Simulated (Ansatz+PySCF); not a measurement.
A calculation with Ansatz (development build ahead of 0.2.0).

```yaml
crystal:
  periodic: [false, false, false]
  atoms:
    - { symbol: H, position_ang: [0.90333, 1.257, -2.2] }
    - { symbol: H, position_ang: [0.92039, -1.21735, -2.2] }
    - { symbol: H, position_ang: [-0.94459, -1.20692, -2.2] }
    - { symbol: C, position_ang: [-0.02063, 0.69222, -2.2] }
    - { symbol: C, position_ang: [-0.02063, -0.64214, -2.2] }
basis:
  gaussian: { orbitals: cc-pVTZ }
magnetization:
  initial_magnetization: 1
hamiltonian:
  xc: hf
correlation:
  method: mp2
  frozen_orbitals: { C: 1, H: 0 }
output:
  forces: true
```

The input is written out in the form of the current development build from the run's settings. Correlation on restricted open-shell orbitals is semicanonical, with singles.

The run gave:

| Item | Value |
| --- | --- |
| Converged | yes |
| Reference energy | -77.40677 hartree |
| Correlation energy | -0.30165 hartree |
| Total energy | -77.70842 hartree |
| Spin squared of the determinant | 0.750 |
| Stability test | minimum among restricted orbitals |
| Occupied orbitals by symmetry in an Abelian subgroup (alpha; beta) | 7 A' 1 A''; 6 A' 1 A'' |

Forces (eV/Å):
| atom | Fx | Fy | Fz |
| --- | --- | --- | --- |
| H1 | -0.385 | 0.696 | 0.000 |
| H2 | -0.456 | 0.456 | 0.000 |
| H3 | 0.061 | -0.057 | 0.000 |
| C4 | 1.221 | -1.696 | 0.000 |
| C5 | -0.441 | 0.600 | 0.000 |

Caution: forces differ strongly between restricted and unrestricted references.
